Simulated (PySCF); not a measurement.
# Computed NMR parameters against published values

Geometry:
```json
{"atom": "C1", "x (Å)": "-0.023", "y (Å)": "-0.002", "z (Å)": "-0.004"}
{"atom": "N2", "x (Å)": "1.115", "y (Å)": "0.020", "z (Å)": "-0.011"}
{"atom": "H3", "x (Å)": "-1.081", "y (Å)": "-0.021", "z (Å)": "0.002"}
```

What is known from experiment: δ 1H H3 2.83; δ 15N N2 -41.3 ppm (measured; gas or nonpolar solvent (not told per row); T. W. Keal, PhD thesis, Durham 2005).
σ 13C C1 82.0 ppm (measured; gas, 300 K; A. A. Auer, PhD thesis, Mainz 2002 (Auer, Gauss, Stanton, JCP 2003, 118, 10407)). Coupling constants: 1J(C1,H3) 261.7 Hz, 1J(C1,N2) -19.1 Hz, 2J(N2,H3) -7.4 Hz, 1J(C1,H3) 249.9 Hz, 1J(C1,H3) 267.3 Hz, 1J(C1,N2) -18.2 Hz, 1J(C1,N2) -18.5 Hz, 2J(N2,H3) -8.7 Hz, 1J(C1,H3) 262.2 Hz, 1J(C1,H3) 269.0 Hz.

All values are calculated (PySCF 2.14.0 with density-fitted response routines): couplings computed with B3LYP/pcJ-1, geometry: GFN2-xTB, shielding tensors at PBE0/pcSseg-1 (GIAO). Isolated molecule, no relativistic terms, one conformer.

Set the calculated values beside the experiment.

Results:


Reference values: measured (gas or nonpolar solvent (not told per row); T. W. Keal, PhD thesis, Durham 2005).
```
atoms     quantity  reference  computed
   H3  δ 1H vs CH4       2.83      2.03
   N2  δ 15N vs N2      -41.3     -54.1
```

Reference values: measured (gas, 300 K; A. A. Auer, PhD thesis, Mainz 2002 (Auer, Gauss, Stanton, JCP 2003, 118, 10407)).
```
atoms  quantity  reference  computed
   C1     σ 13C       82.0      75.1
```

Absolute shieldings are compared as such; zero-point and thermal motion, absent here, lowers them by some tenths of a ppm for H, a few ppm for C and up to about 10 ppm for F.

Computed shifts are σ(ref) − σ with the named reference compound (TMS for H and C) calculated as an isolated molecule at the same level. The measured values may be among those fitted. Shieldings were converted by linear fits to measured shifts (mostly CDCl3, TMS scale, for H and C): 1H (scatter 0.17 ppm rms, 0.18 ppm with the 4 outliers that the fit left out); 15N (scatter 6.3 ppm rms vs CH3NO2, solution or neat liquid). Occasional misses reach two or three times the rms, and more in compound classes unlike the fitted ones.

Coupling constants in Hz:
```tsv
coupling	reference	computed	source
1J(C1,H3)	261.7	278.0	measured; Faber and Sauer, Theor. Chem. Acc. 2018, 137, 35
1J(C1,N2)	-19.1	-23.0	measured; Faber and Sauer, Theor. Chem. Acc. 2018, 137, 35
2J(N2,H3)	-7.4	-8.2	measured; Faber and Sauer, Theor. Chem. Acc. 2018, 137, 35
1J(C1,H3)	249.9	278.0	CC3; gas (equilibrium); Jessen and Sauer, arXiv:2312.00705; CC3 and CCSD from Faber, Sauer, Gauss 2017
1J(C1,H3)	267.3	278.0	measured; Jessen and Sauer, arXiv:2312.00705; CC3 and CCSD from Faber, Sauer, Gauss 2017
1J(C1,N2)	-18.2	-23.0	CC3; gas (equilibrium); Jessen and Sauer, arXiv:2312.00705; CC3 and CCSD from Faber, Sauer, Gauss 2017
1J(C1,N2)	-18.5	-23.0	measured; Jessen and Sauer, arXiv:2312.00705; CC3 and CCSD from Faber, Sauer, Gauss 2017
2J(N2,H3)	-8.7	-8.2	measured; Jessen and Sauer, arXiv:2312.00705; CC3 and CCSD from Faber, Sauer, Gauss 2017
1J(C1,H3)	262.2	278.0	experiment minus calculated vibrational correction (empirical equilibrium); gas (equilibrium); T. W. Keal, PhD thesis, Durham 2005 (values of Ruden, Lutnaes, Helgaker, Ruud 2003)
1J(C1,H3)	269.0	278.0	measured; liquid or solution (compiled); San Fabian, Garcia de la Vega, Suardiaz et al., Magn. Reson. Chem. 2013, 51, 775 (SI)
```

13 of the 56 published NMR values on file for this molecule are compared. The rest: values from further sources, values whose atom or origin is in doubt, other calculations.
